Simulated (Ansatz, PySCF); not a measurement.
System: acetamide, C2H5NO (charge 0, singlet). SMILES: CC(N)=O
Geometry from a B3LYP-D3(BJ)/def2-TZVP (Ansatz, a first-principles code) optimisation:
```xyz
9

O      0.4073     1.2798     0.2946
C      0.0816     0.1387     0.0326
N      0.9986    -0.8468    -0.1812
C     -1.3711    -0.2792    -0.0780
H      0.7349    -1.7900    -0.3981
H     -1.8457     0.3222    -0.8532
H     -1.5079    -1.3352    -0.3102
H     -1.8688    -0.0520     0.8647
H      1.9753    -0.6128    -0.1189
```


Property: enthalpy of formation at 298 K (from the atomisation energy, B3LYP-D3(BJ)/def2-TZVP harmonic zero-point and thermal terms from PySCF, and the atoms' enthalpies of formation in the G2/97 table; no spin-orbit terms, and no core term in the frozen-core levels), in kcal/mol. Correlated levels leave the core frozen unless marked. Open shells are spin-unrestricted. No spin-orbit coupling. No relativistic terms. The coupled-cluster limit lacks core correlation, which all-electron functionals hold. CBS(X,Y): correlation extrapolated as X^-3; Hartree-Fock from the larger set. The bracket is a focal-point correction in the basis named.

Measured: -57.0 kcal/mol (G2/97 table in ASE (Curtiss et al.)); it holds spin-orbit and relativistic effects, and any other conformers, which these rows lack, and core correlation, which the frozen-core levels lack. This is an older compilation, not checked against later work.

```csv
level,program,enthalpy of formation at 298 K (kcal/mol),error against measurement
HF/aug-cc-pVDZ,Ansatz,215.3,272.3
B3LYP-D3(BJ)/def2-TZVPD,Ansatz + dftd3,-59.9,-2.9
PBE0-D3(BJ)/def2-TZVP,Ansatz + dftd3,-61.0,-4.0
TPSSh-D4/def2-TZVPD,PySCF + dftd4,-55.5,1.5
r2SCAN0/def2-TZVPD,Ansatz,-38.5,18.5
CAM-B3LYP/def2-TZVPD,Ansatz,-60.2,-3.2
"RI-MP2/CBS(aug-cc-pVTZ,aug-cc-pVQZ)+[CCSD(T)-MP2]/aug-cc-pVTZ",Ansatz,-55.3,1.7
```
